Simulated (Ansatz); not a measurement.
Rock-salt MgS, treated with LDA (plane waves, PAW; Ansatz, an electronic-structure program).

Numerical settings: plane-wave cutoff 520 eV, 12×12×12 k mesh, perturbation theory, force constants from a 4×4×4 q mesh, scalar-relativistic PAW data made under PBE.

Computed at the level's own relaxed cell.

```yaml
crystal:
  lattice:
    - [0.00000, 2.56456, 2.56456]
    - [2.56456, 0.00000, 2.56456]
    - [2.56456, 2.56456, 0.00000]
  atoms:
    - { symbol: Mg, position: [0.00000, 0.00000, 0.00000] }
    - { symbol: S, position: [0.50000, 0.50000, 0.50000] }
```

Harmonic phonon frequencies (cm⁻¹; i marks an imaginary mode; at Γ without the LO shift):

```tsv
q point	frequencies
Γ	0 0 0 252 252 252
```

With the long-range field the LO mode at Γ lies at 404 cm⁻¹.

Measured, for comparison: zone-centre TO phonon frequency 240 cm⁻¹ (temperature not stated, not corrected to a static lattice; as tabulated in Chmeruk and Núñez-Valdez (2023), arXiv:2212.11645). Computed (rounded) less measured: zone-centre TO phonon frequency +5 %.
